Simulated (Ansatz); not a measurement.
# Cs (model structure, started from the hcp type, P6₃/mmc, No. 194, 2 atoms in the cell)

All values below come from PBEsol (Ansatz, an electronic-structure program, plane waves, PAW).

Run with plane-wave cutoff 500 eV, 18×18×8 k mesh (along the axes of the cell as run), Fermi–Dirac smearing 0.1 eV, scalar-relativistic PAW data made under PBE.

Cell (relaxed at this level):

```cif
data_Cs2
_chemical_formula_sum 'Cs2'
_space_group_name_H-M_alt 'P63/mmc'
_space_group_IT_number 194
_space_group_name_Hall '-P 6c 2c'
_cell_length_a 5.36574
_cell_length_b 5.36574
_cell_length_c 8.73606
_cell_angle_alpha 90.000
_cell_angle_beta 90.000
_cell_angle_gamma 120.000
loop_
_atom_site_label
_atom_site_type_symbol
_atom_site_symmetry_multiplicity
_atom_site_Wyckoff_symbol
_atom_site_fract_x
_atom_site_fract_y
_atom_site_fract_z
_atom_site_occupancy
Cs1 Cs 2 c 0.33333 0.66667 0.25000 1
```

| Quantity | Value |
|---|---|
| band gap | none |

Note: the relaxation could raise the start's symmetry but not lower it, so the cell can be a saddle point.

Spin–orbit coupling is not included.

Computing time: about 80 core-seconds (a rough figure).

A model structure was made by putting elements into a prototype or built by hand; it is no filed structure, need not be a known phase, and can be a saddle point held by its symmetry.
